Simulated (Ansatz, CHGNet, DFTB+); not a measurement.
## Hexagonal BN, elastic constant C13

No measured value is used here.

```tsv
level (code)	value (GPa)	cell (Å³/atom)
DFTB cp2k-nonscc (DFTB+)	10.9	8.34
CHGNet-r²SCAN	9.53	9.21
LDA (Ansatz)	2.42	8.71
PBE (Ansatz)	0.08	11.66
PBE-D3(BJ) (Ansatz)	-2.06	9.00
PBE-D4 (Ansatz)	-1.77	8.92
r²SCAN-D4 (Ansatz)	-0.08	8.93
HSE06 (Ansatz)	0.27	10.86
HSE06-D3(BJ) (Ansatz)	-1.41	8.83
```

DFTB cp2k-nonscc: this tight-binding set is not self-consistent in the charges. LDA: LDA has no dispersion term either, though it tends to give short spacings of layers, chains or molecules. PBE, HSE06: the cell comes from a level without a dispersion term, which matters for the spacing of layers, chains or molecules. PBE-D3(BJ), PBE-D4, r²SCAN-D4, HSE06-D3(BJ): the dispersion coefficients are held fixed in the derivatives. Each level is taken at its own relaxed cell. Cutoffs and k meshes differ between the levels. Ansatz's density-functional and Hartree–Fock values are scalar-relativistic unless marked +SOC, with PAW data made under PBE.

Machine-learned potentials (CHGNet-r²SCAN) are trained on DFT data: a solid inside that data is no test of them.

Ansatz is a first-principles code.
